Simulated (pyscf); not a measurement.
PySCF, gas phase, ωB97X-D3(BJ)/def2-SVP geometries. MP2 and CC: frozen core, UHF for open shells. ΔMP2 is the change of the MP2 total energy from the triple- to the quadruple-zeta basis.

**Question.** Estimate by transition-state theory the rate constant of `[BH2][Cl]` + `[FH]` -> `[BH2][F]` + `[ClH]` (singlet surface; B–Cl, F–H broken, B–F, Cl–H formed) at 600 K, with CCSD(T)/def2-TZVPP + ΔMP2(QZVPP) energies (ideal gas, 1 atm, RRHO with modes under 100 cm⁻¹ raised to 100, one conformer, R ln 2 for chiral ones without a mode under 150 cm⁻¹; no tunnelling).

**Answer.** The electronic barrier is 10.7 kcal/mol and the thermal terms add +18.9, so ΔG‡ = 29.6 kcal/mol. With k_BT/h = 1.25e+13 s⁻¹ and RT = 1.192 kcal/mol, and a volume of 8.18e-20 cm³ per molecule at 1 atm, k = 1.7e-17 cm³ molecule⁻¹ s⁻¹. Wigner's tunnelling factor for 967i cm⁻¹ would be 1.22. A shift of 1 kcal/mol in the barrier changes k by a factor 2.3. This is the saddle that the search found; another between the same sides may lie lower. The CCSD(T) − MP2 part came from Ansatz, without density fitting, on the same reference.
